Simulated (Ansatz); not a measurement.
**LiS+ (triplet): wB97X-V, wB97M-V over a scan of the distance S1–Li2, cc-pVDZ**

Aim: run LiS+ (triplet) with these functionals over a scan of the distance S1–Li2, and hold them against the top wave-function level at the same points.

Computed with Ansatz 0.2.0, Gaussian basis. Level: cc-pVDZ, all electrons in the functionals.

The runs, in order: wB97X-V, wB97M-V, at 1.947 Å; 2.221 Å; 2.449 Å; 2.724 Å; 3.056 Å; 3.340 Å; 3.871 Å; 4.431 Å; 5.376 Å; 6.575 Å; 8.239 Å.

63 further runs of the same task are left out: 43 for a known fault of the program, 18 that didn't finish, 2 set aside as unsound or not needed. Runs told in other sessions of the task aren't counted.

## 1. The geometry

The geometry derives from a PBE0/def2-TZVP stationary point (not a proven minimum). One bond is set to the value named and the two fragments are kept rigid.

2 atoms, charge 1, spin multiplicity 3.

Atoms are counted from 1 here; the program's logs count them from 0.

Bond lengths: S1–Li2 2.449 Å.

No dispersion term is added; wB97X-V, wB97M-V hold VV10 nonlocal correlation.

The geometry shown and the zero of energy belong to the point 2.449 Å. The yardstick, FCI, and other wave-function levels (R restricted, U unrestricted, valence and pair active spaces) come from earlier runs.

## 2. wB97X-V, 1.947 Å

The input, in.yaml:

```yaml
crystal:
  periodic: [false, false, false]
  atoms:
    - {symbol: S, position_ang: [0.000000, 0.000000, 0.000000]}
    - {symbol: Li, position_ang: [0.000000, 0.000000, 1.947000]}
basis:
  gaussian: {orbitals: cc-pVDZ}
total_charge: 1
magnetization: {spin_polarized: true, initial_magnetization: 2}
hamiltonian: {xc: {name: wB97X-V}}
```

On the command line:

```bash
$ ansatz run in.yaml --threads 1 --pin off --events-out ev --progress --plain --max-ram 2393MiB
```

Further steps of the session: wB97X-V, 2.221 Å; wB97X-V, 2.449 Å; wB97X-V, 2.724 Å; wB97X-V, 3.056 Å; wB97X-V, 3.340 Å; wB97X-V, 3.871 Å; wB97X-V, 4.431 Å; wB97X-V, 5.376 Å; wB97X-V, 6.575 Å; wB97X-V, 8.239 Å; wB97M-V, 1.947 Å; wB97M-V, 2.221 Å; wB97M-V, 2.449 Å; wB97M-V, 2.724 Å; wB97M-V, 3.056 Å; wB97M-V, 3.340 Å; wB97M-V, 3.871 Å; wB97M-V, 4.431 Å; wB97M-V, 5.376 Å; wB97M-V, 6.575 Å; wB97M-V, 8.239 Å.

Before running them: what should the planned runs give, taken together? Wanted: span of the FCI curve; largest miss, wB97X-V; largest miss, wB97M-V.

**Answer**, as computed:

```
             quantity                  value
span of the FCI curve            94.9 kJ/mol
largest miss, wB97X-V  -8.4 kJ/mol (1.947 Å)
largest miss, wB97M-V  -9.7 kJ/mol (1.947 Å)
```

Of the functionals, wB97X-V keep the smallest largest miss at the points compared (at most 8.4 kJ/mol) and wB97M-V strays most (9.7 kJ/mol, at 1.947 Å). Functionals and the yardstick converge differently with the basis, so part of each miss in cc-pVDZ is the basis.
